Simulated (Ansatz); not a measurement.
in.yaml

```yaml
crystal:
  periodic: [false, false, false]
  atoms:
    - {symbol: N, position_ang: [0.000000, -0.176115, 0.698274]}
    - {symbol: O, position_ang: [0.000000, 0.150778, -0.615224]}
    - {symbol: H, position_ang: [0.000000, 0.752120, 1.135262]}
    - {symbol: H, position_ang: [0.000000, -0.698120, -1.073059]}
basis:
  gaussian: {orbitals: cc-pVDZ}
total_charge: 1
magnetization: {spin_polarized: true, initial_magnetization: 2}
correlation: {method: bccd_t, electrons: all}
scf: {lower_state_search: off}
output: {forces: true}
```

```sh
$ ansatz run in.yaml --threads 1 --pin off --events-out ev --progress --plain --max-ram 2393MiB
```

Output:

```
these checks for a lower state are left out or cut short: starts, cluster_reference, orbital_swaps, neighbouring_geometries, increment
354 factors; integrals over basis functions are off by at most 1.6e-3 eV
mean field evaluation 1: about -3535.0686 eV, gradient 2.6e1 eV
mean field evaluation 2: about -3535.0704 eV, gradient 2.6e1 eV
mean field evaluation 4: about -3537.7144 eV, gradient 4.2e0 eV
mean field evaluation 8: about -3537.9830 eV, gradient 1.6e-1 eV
mean field -3537.98346443 eV, -130.0184941866 hartree, gradient 3.3e-6 eV, S^2 2.017191; 0 other end points of the search recorded, 0 dependent functions left out
reference -3537.98346443 eV, -130.0184941866 hartree; 9, 7 occupied and 29, 31 virtual orbitals, 354 factors
second order -8.43705636 eV of doubles, -0.00000000 eV of singles
cycle   1  -8.64512383 eV  change   -2.1e-1 eV  update   9.5e-2
cycle   2  -8.95031747 eV  change   -3.1e-1 eV  update   3.5e-2
cycle   3  -9.06482798 eV  change   -1.1e-1 eV  update   3.3e-2
cycle   4  -9.05490550 eV  change    9.9e-3 eV  update   1.6e-2
cycle   5  -9.02145739 eV  change    3.3e-2 eV  update   7.2e-3
cycle   6  -9.02089763 eV  change    5.6e-4 eV  update   2.0e-3
cycle   7  -9.02008240 eV  change    8.2e-4 eV  update   7.4e-4
cycle   8  -9.01976962 eV  change    3.1e-4 eV  update   2.8e-4
cycle   9  -9.01996182 eV  change   -1.9e-4 eV  update   9.6e-5
cycle  10  -9.01984993 eV  change    1.1e-4 eV  update   5.2e-5
cycle  11  -9.01989929 eV  change   -4.9e-5 eV  update   3.0e-5
cycle  12  -9.01989953 eV  change   -2.4e-7 eV  update   1.6e-5
cycle  13  -9.01989313 eV  change    6.4e-6 eV  update   8.0e-6
cycle  14  -9.01990023 eV  change   -7.1e-6 eV  update   2.9e-6
cycle  15  -9.01989883 eV  change    1.4e-6 eV  update   1.5e-6
perturbative correction -0.32331973 eV, -0.0118817809 hartree
the calculation of the forces begins
mean field evaluation 16: about -3537.9835 eV, gradient 3.3e-6 eV
Total energy: -3547.32668299 eV, -130.3618511355 hartree
Atom 0 at     0.000000    -0.176115     0.698274 Å, force    -0.000000     2.261360    -4.284751 eV/Å
Atom 1 at     0.000000     0.150778    -0.615224 Å, force    -0.000000    -1.600342     3.555715 eV/Å
Atom 2 at     0.000000     0.752120     1.135262 Å, force    -0.000000     0.411373     2.344160 eV/Å
Atom 3 at     0.000000    -0.698120    -1.073059 Å, force     0.000000    -1.072391    -1.615124 eV/Å
Dipole moment:    -0.000000    -0.125241     0.170001 e Å
Checks for a lower state left out: starts, cluster_reference, orbital_swaps, neighbouring_geometries, increment
```

Forces (eV/Å):
```
N    0.000  2.261 -4.285
O    0.000 -1.600  3.556
H    0.000  0.411  2.344
H    0.000 -1.072 -1.615
```

Ran on 1 thread of Arm Neoverse V1, shared host: 5.5 s wall, 0.17 GiB peak host memory.
